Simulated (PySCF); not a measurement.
Molecule: SMILES Clc1cnsn1, C$_{2}$HClN$_{2}$S.

Bonds (- single, = double, # triple, : aromatic): Cl1-C2, C2:C3, C3:N4, N4:S5, S5:N6, N6:C2. C3 carries H7.

Frames of a GFN2-xTB Langevin trajectory at 300 K; GIAO PBE0/pcSseg-1 shieldings in PySCF, gas phase, non-relativistic; equivalent atoms averaged within each frame.

Shifts are taken against calculated references (same method and geometry level): ³⁵Cl (σref 949.78) against HCl; ¹³C (σref 186.93) and ¹H (σref 31.72) vs TMS; ¹⁵N (σref 267.73) vs NH3; ³³S (σref 503.73) vs CS2. The references are static minima.

Question: How do the shifts (ppm) fluctuate along the trajectory?

Answer: 
| time (fs) | Cl1 | C2 | C3 | N4 | N6 | S5 | H7 |
| --- | --- | --- | --- | --- | --- | --- | --- |
| optimised geometry | 215 | 155.8 | 151.9 | 409.3 | 384.6 | 513 | 8.36 |
| 250 | 245 | 157.0 | 154.7 | 395.2 | 362.4 | 563 | 8.55 |
| 425 | 205 | 156.9 | 145.2 | 383.4 | 385.0 | 504 | 7.87 |
| 625 | 285 | 151.6 | 153.8 | 418.5 | 369.7 | 496 | 8.75 |
| 800 | 195 | 160.6 | 153.8 | 390.4 | 379.0 | 525 | 8.25 |
| 1000 | 208 | 153.7 | 159.4 | 426.4 | 382.2 | 587 | 8.27 |
| mean of frames | 228 | 156.0 | 153.4 | 402.8 | 375.7 | 535 | 8.34 |
| standard deviation | 38 | 3.5 | 5.1 | 18.7 | 9.4 | 39 | 0.33 |

5 frames give an uncertainty of the mean of about the standard deviation over 2.2 at best, since frames this close in time may not be independent; classical motion lacks zero-point vibration, and the reference would need the same averaging.
